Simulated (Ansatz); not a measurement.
**C2H5N: small, medium and large basis sets**

How large a basis does C2H5N need? Two functionals and correlated methods are run in growing sets.

The runs use Ansatz 0.2.0, Gaussian basis; one geometry, several basis sets.

Plan: PBE0-D4/def2-SVP; ωB97M-V/def2-SVP; PBE0-D4/def2-QZVPP; ωB97M-V/def2-QZVPP; CCSD(T)/cc-pV(D+d)Z; CCSD(T)/cc-pV(T+d)Z; CCSD(T)/cc-pV(Q+d)Z; the functionals' def2-TZVPP values are taken from earlier runs.

### 1 Structure used throughout

All runs share one geometry, relaxed beforehand with PBE0-D4 in a triple-zeta def2 set.

8 atoms, charge 0, spin multiplicity 1.

Atoms are counted from 1 here; the program's logs count them from 0.

Bond lengths: C1–C2 1.493 Å, C1–H4 1.094 Å, C1–H5 1.092 Å, C1–H6 1.094 Å, C2–N3 1.263 Å, C2–H7 1.095 Å, N3–H8 1.023 Å. Angles: C2–C1–H4 110.3°, C2–C1–H5 111.6°, C2–C1–H6 110.3°, H4–C1–H5 109.0°, H4–C1–H6 106.6°, H5–C1–H6 109.0°, C1–C2–N3 127.9°, C1–C2–H7 115.5°, N3–C2–H7 116.6°, C2–N3–H8 110.6°.

### 2 PBE0-D4 in def2-SVP

in.yaml reads:

```yaml
crystal:
  periodic: [false, false, false]
  atoms:
    - {symbol: C, position_ang: [-0.471237, 0.591918, -0.316012]}
    - {symbol: C, position_ang: [0.663095, -0.171006, 0.284328]}
    - {symbol: N, position_ang: [0.697827, -1.394971, 0.593586]}
    - {symbol: H, position_ang: [-0.168376, 1.032767, -1.270717]}
    - {symbol: H, position_ang: [-1.342334, -0.045425, -0.480240]}
    - {symbol: H, position_ang: [-0.756718, 1.422792, 0.336430]}
    - {symbol: H, position_ang: [1.571915, 0.409661, 0.476491]}
    - {symbol: H, position_ang: [-0.194161, -1.845738, 0.376134]}
basis:
  gaussian: {orbitals: def2-SVP}
hamiltonian: {xc: pbe0, dispersion: d4}
output: {orbitals: {seedname: orbitals}}
```

On the command line:

```console
$ ansatz run in.yaml --threads 2 --pin off --events-out ev --progress --plain --max-ram 32768MiB --backend cpu
```

The runs that follow: ωB97M-V in def2-SVP; PBE0-D4 in def2-QZVPP; ωB97M-V in def2-QZVPP; CCSD(T) in cc-pV(D+d)Z; CCSD(T) in cc-pV(T+d)Z; CCSD(T) in cc-pV(Q+d)Z.

Q: Predict the results of all the runs planned. Wanted: MP2 correlation recovered, cc-pV(D+d)Z; MP2 correlation recovered, cc-pV(T+d)Z; MP2 correlation recovered, cc-pV(Q+d)Z; CCSD(T) limit from def2 sets; PBE0-D4: double and triple zeta above quadruple; ωB97M-V: double and triple zeta above quadruple.

The runs gave:

| quantity | value |
| --- | --- |
| MP2 correlation recovered, cc-pV(D+d)Z | 73.3 % |
| MP2 correlation recovered, cc-pV(T+d)Z | 90.1 % |
| MP2 correlation recovered, cc-pV(Q+d)Z | 95.9 % |
| CCSD(T) limit from def2 sets (earlier runs) less the limit of this series | 2 meV |
| PBE0-D4: double and triple zeta above quadruple | 4.36, 0.21 eV |
| ωB97M-V: double and triple zeta above quadruple | 4.58, 0.21 eV |

What this shows: PBE0-D4 gains 4.15 eV from double to triple zeta, then 0.21 eV more. Correlation climbs from 73 % (cc-pV(D+d)Z) to 96 % (cc-pV(Q+d)Z) of the limit; Hartree-Fock is 0.079 eV from its own by then. A limit from the def2 sets, made apart, differs by 2 meV, a least measure of the doubt on such a limit. Total energies overstate the basis error of differences, where much of it tends to cancel. The LUMO of ωB97M-V is positive and keeps falling with the basis (2.69 to 1.90 eV): an unbound level that the basis holds in place.
